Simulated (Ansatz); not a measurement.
The inner images of a band of CH₄BO (7 atoms, charge 1, multiplicity 1) are given out of order.

All numbers below come from RKS PBE0-D4/def2-TZVP in Ansatz.

First end point:

```xyz
7
Properties=species:S:1:pos:R:3
B -0.981 -0.105 -0.217
C 0.432 0.438 0.115
O 1.515 -0.172 0.319
H -1.278 -0.218 -1.366
H -1.722 -0.321 0.690
H 0.559 1.526 0.196
H 1.475 -1.147 0.263
```

Last end point:

```xyz
7
Properties=species:S:1:pos:R:3
B -1.114 -0.073 -0.245
C 0.371 0.218 0.091
O 1.217 -0.705 0.228
H -1.433 -0.089 -1.393
H -1.877 -0.190 0.662
H 0.710 1.256 0.217
H 2.127 -0.416 0.440
```

Problem. Put them in order from the first end to the last, with their energies above the first end.
A.
```xyz
7
Properties=species:S:1:pos:R:3
B -1.076 -0.059 -0.187
C 0.369 0.392 0.134
O 1.172 -0.529 0.457
H -1.327 -0.246 -1.345
H -1.862 -0.209 0.687
H 0.674 1.449 0.113
H 2.050 -0.797 0.142
```
B.
```xyz
7
Properties=species:S:1:pos:R:3
B -1.065 -0.071 -0.203
C 0.369 0.388 0.124
O 1.279 -0.399 0.508
H -1.348 -0.263 -1.347
H -1.844 -0.184 0.693
H 0.631 1.460 0.124
H 1.978 -0.931 0.100
```
C.
```xyz
7
Properties=species:S:1:pos:R:3
B -1.095 -0.047 -0.182
C 0.366 0.362 0.139
O 1.118 -0.627 0.363
H -1.310 -0.210 -1.349
H -1.889 -0.233 0.676
H 0.727 1.403 0.123
H 2.083 -0.647 0.229
```
D.
```xyz
7
Properties=species:S:1:pos:R:3
B -1.114 -0.050 -0.196
C 0.364 0.295 0.123
O 1.145 -0.682 0.274
H -1.341 -0.154 -1.363
H -1.911 -0.228 0.666
H 0.755 1.324 0.156
H 2.102 -0.505 0.340
```
E.
```xyz
7
Properties=species:S:1:pos:R:3
B -0.999 -0.114 -0.229
C 0.426 0.384 0.126
O 1.535 -0.168 0.348
H -1.315 -0.242 -1.370
H -1.771 -0.205 0.676
H 0.516 1.477 0.227
H 1.608 -1.133 0.222
```
F.
```xyz
7
Properties=species:S:1:pos:R:3
B -1.033 -0.100 -0.235
C 0.402 0.363 0.135
O 1.486 -0.202 0.435
H -1.349 -0.246 -1.371
H -1.813 -0.174 0.673
H 0.547 1.455 0.205
H 1.760 -1.095 0.157
```
G.
```xyz
7
Properties=species:S:1:pos:R:3
B -1.055 -0.083 -0.225
C 0.377 0.372 0.131
O 1.388 -0.287 0.494
H -1.352 -0.251 -1.362
H -1.833 -0.181 0.681
H 0.592 1.456 0.171
H 1.882 -1.025 0.111
```

Solution. E (+0.6 kcal/mol), F (+5.4 kcal/mol), G (+15.6 kcal/mol), B (+21.9 kcal/mol), A (+14.7 kcal/mol), C (+4.6 kcal/mol), D (-0.1 kcal/mol).

The run took 84 s on 2 threads of Arm Neoverse V1, on a shared host, peak memory 0.17 GiB.
